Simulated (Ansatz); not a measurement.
Basis-set extrapolation for `O[Si]S` (PBE0-D4/def2-TZVP geometry, frozen core, Ansatz 0.2.0). Multiplicity 1, RHF reference.

```csv
,def2-TZVPP,def2-QZVPP
HF,-762.594012,-762.617777
MP2 correlation,-0.518877,-0.562919
CCSD(T) correlation,-0.572534,-0.613980
```

Energies in hartree. Use E(X) = E(∞) + A·exp(−7.88·√X) for Hartree–Fock and E(X) = E(∞) + B·X^(−2.97) for correlation, with X = 3 and 4.

Q: What is the CCSD(T) energy at the basis-set limit?

A: HF limit: -762.617777 + (-0.023765) × 0.13774 = -762.62105. Correlation limit: -0.613980 + (-0.041446) × 0.74074 = -0.64468. Total: -763.26573 hartree, 260.4 kJ/mol below CCSD(T)/def2-TZVPP.
